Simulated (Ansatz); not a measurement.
**Exact exchange and the HOMO–LUMO gap of C3H3N (acrylonitrile)**

The species is C3H3N (7 atoms), meant as a singlet with charge 0. SMILES: `C=CC#N`. The coordinates come from a PBE0-D4/def2-TZVP relaxation.

The HOMO–LUMO gap y, in eV, basis 6-311+G(d,p); a is the functional's share of exact exchange. Programs: Ansatz 0.2.0.

| functional | program | a | y (eV) |
| --- | --- | --- | --- |
| BLYP | Ansatz | 0 | 4.63 |
| PBE | Ansatz | 0 | 4.66 |
| B3LYP | Ansatz | 0.2 | 6.29 |
| r2SCAN0 | Ansatz | 0.25 | ? |
| PBE0 | Ansatz | 0.25 | 6.74 |
| BHLYP | Ansatz | 0.5 | 8.75 |

Problem. Fit y = c + s·a to the known rows and predict r2SCAN0.

Solution. 
1. Means of the 5 rows: a = 0.1900, y = 6.214.
2. Σ(Δa)² = 0.172, Σ(Δa·Δy) = 1.4147, so the slope is 1.4147/0.172 = 8.225.
3. Intercept: 6.214 − (8.225) × 0.1900 = 4.651. The largest residual of the fit is 0.033.
4. r2SCAN0: 4.651 + (8.225) × 0.25 = 6.71 eV.

The run gave 6.97 eV, so the prediction is off by -0.26 eV, more than the largest residual. Exact exchange lowers occupied levels and raises empty ones. The rows mix families of semi-local functionals, which the line can't see.
